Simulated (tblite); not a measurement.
Compound: C₅H₁₁P.
Geometry (GFN2-xTB, Å), atoms numbered from 1 in this order:
```xyz
17
C5H11P angstrom
C      2.187    0.129   -0.111
C      0.931   -0.644   -0.496
C     -0.285   -0.188    0.299
C     -1.604   -0.900   -0.040
P     -2.581    0.686    0.179
C     -0.796    1.232    0.002
H      2.051    1.192   -0.294
H      3.039   -0.213   -0.694
H      2.413   -0.013    0.943
H      1.089   -1.710   -0.317
H      0.733   -0.512   -1.563
H     -0.073   -0.288    1.367
H     -1.887   -1.744    0.585
H     -1.635   -1.209   -1.087
H     -2.526    0.639    1.583
H     -0.463    2.029    0.665
H     -0.600    1.524   -1.031
```

Computed with GFN2-xTB (tblite): harmonic, unscaled wavenumbers at the GFN2-xTB geometry, gas phase. Errors from tens to a few hundred cm⁻¹ against measured bands are possible. Modes of hydrogen on phosphorus can be 10 to 20 % off. One conformer, not necessarily the lowest.

Harmonic wavenumbers (cm⁻¹): 92.5, 116.1, 195.4, 237.9, 382.5, 414.6, 518.2, 668.6, 721.9, 734.4, 771.6, 819.3, 878.3, 884.7, 963.6, 997.5, 1008.2, 1021.4, 1070.4, 1114.4, 1132.8, 1168.1, 1174.1, 1202.0, 1251.7, 1271.5, 1308.8, 1356.2, 1414.3, 1444.8, 1449.9, 1493.0, 1504.4, 1506.7, 2220.6, 2936.7, 2962.3, 2966.8, 2971.4, 2977.1, 2995.6, 2996.6, 3030.5, 3035.4, 3041.0.

A = 7307, B = 1584, C = 1399 MHz; mass 102.060 u (most abundant isotopes); point group C1, symmetry number 1.

Q: Zero-point energy?

A: ½Σν̃ = 32212 cm⁻¹ = 385.34 kJ/mol.

Q: Give the ideal-gas entropy at 500 K and 1 bar in the rigid-rotor, harmonic-oscillator model (classical rotation).

A: Translation 177.29, rotation 121.04, vibration 128.76: S = 427.1 J/(mol K).

Q: And Cp and H(500 K) − H(0)?

A: Cp = 192.41 J/(mol K), of which vibrations give 159.15 (their classical limit is 45 R = 374.2); H(500 K) − H(0) = 53.02 kJ/mol without the zero-point energy, 36.40 from vibrations.

Q: Which modes carry the vibrational entropy at 500 K?

A: 92.5 cm⁻¹: 19.34; 116.1 cm⁻¹: 17.47; 195.4 cm⁻¹: 13.21; 237.9 cm⁻¹: 11.63; 382.5 cm⁻¹: 7.92; 414.6 cm⁻¹: 7.32 J/(mol K); the other 39 give 51.87 together.

Q: How do the functions run with temperature in this model?

A: 
```
 T (K)  S (J/(mol K))  Cp (J/(mol K))  H − H(0) (kJ/mol)  G − H(0) (kJ/mol)  ln q(vib)
    50          225.6            42.9               1.81              -9.47       0.11
   100          259.9            57.1               4.33             -21.67       0.62
298.15          347.4           119.5              21.26             -82.31       3.39
373.15          377.3           148.5              31.31            -109.48       4.58
   750          517.9           254.9             109.51            -278.88      11.22
  1000          597.2           296.0             178.71            -418.49      15.68
```

q(vib) and H(0) count from the zero-point level.

Hindered rotation and anharmonicity are outside this model. Other conformers, if any are populated, would add a mixing term that is left out. The structure is chiral; the term R ln 2 for an equal mix with its mirror image is left out.
